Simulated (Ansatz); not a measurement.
What a trial cell of Br relaxes into

Level of theory: Ansatz 0.2.0, DFT r2SCAN, scalar-relativistic, plane waves, PAW. Cutoff 500 eV, Γ-centred k mesh, Gaussian smearing, no spin polarisation in the final step.

Br was placed on the trigonal selenium structure type (P3_121, No. 152), at a guessed volume.

```
CELL_PARAMETERS angstrom
4.62070 0.00000 0.00000
-2.31035 4.00164 0.00000
0.00000 0.00000 5.24234
ATOMIC_POSITIONS crystal
Br 0.22540 0.00000 0.33333
Br 0.00000 0.22540 0.66667
Br 0.77460 0.77460 0.00000
```

Cell and atoms relax at zero pressure; the relaxation can't lower the symmetry of the start. After a coarse first stage the cell is made exact in the group found at 0.06 Å.

Energies count from the standard state of Br at the same level.

(1) What does it relax into?

(2) What are its volume, energy, density and gap?

Answers

(1) It keeps P3_121 (No. 152), but not the shape of the type it started on. Conventional cell: a = 4.153 Å, c = 7.339 Å. Br is coordinated by 2 Br at 2.54 Å.

```cif
data_structure
_symmetry_space_group_name_H-M 'P3_121'
_symmetry_Int_Tables_number 152
_cell_length_a 4.1528
_cell_length_b 4.1528
_cell_length_c 7.3386
_cell_angle_alpha 90.000
_cell_angle_beta 90.000
_cell_angle_gamma 120.000
_cell_volume 109.61
loop_
_atom_site_label
_atom_site_type_symbol
_atom_site_symmetry_multiplicity
_atom_site_Wyckoff_symbol
_atom_site_fract_x
_atom_site_fract_y
_atom_site_fract_z
_atom_site_occupancy
Br1 Br 3 a 0.09604 0.00000 0.33333 1
```

(2) The volume per atom is 36.5 Å³. The density is 3.6 g/cm³, the energy over the standard structure is 0.09 eV/atom and the gap on the 15×15×6 mesh is 0 eV (a metal).

The final run used a 15×15×6 mesh on its 3-atom cell and 0.10 eV smearing. For metals, differences of a few meV/atom aren't resolved. Weakly bound directions are ill-defined at this level, which has no dispersion term. Symmetry constrained the relaxation, so the result can be a saddle point.